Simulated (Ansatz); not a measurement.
## OF2 (oxygen difluoride): a two-point extrapolation

OF2: 3 atoms, total charge 0, spin state singlet. SMILES: `FOF`. The shape is that of a PBE0-D4/def2-TZVP optimisation.

```csv
atom,x (Å),y (Å),z (Å)
F,0.9533,-0.3400,0.4883
O,0.0005,0.5639,0.0620
F,-0.9538,-0.2240,-0.5503
```

MP2 energies, 3 core orbitals frozen (Ansatz 0.2.0):

```
   basis  X  functions  Hartree–Fock (Eh)  correlation (Eh)
cc-pCVDZ  2         54        -273.467494         -0.587473
cc-pCVTZ  3        129        -273.563324         -0.768708
cc-pCVQZ  4        252        -273.584995         -0.827210
```

The correlation energy converges as X⁻³, the Hartree–Fock energy about exponentially.

Estimate the basis-set limit from the two largest sets.


1. Correlation: E(∞) = (4³ E(4) − 3³ E(3))/(4³ − 3³) = (64 × (-0.827210) − 27 × (-0.768708))/37 = -0.869901 Eh.
2. Hartree–Fock: successive steps shrink by 0.226; summing the geometric tail gives -273.584995 + (-0.021671) × 0.226/(1 − 0.226) = -273.591328 Eh.
3. Total: -273.591328 + (-0.869901) = -274.461229 Eh.
4. cc-pCVQZ holds 95.1 % of the extrapolated correlation energy, cc-pCVTZ 88.4 %.

This is an estimate of the method's limit, not an exact energy.
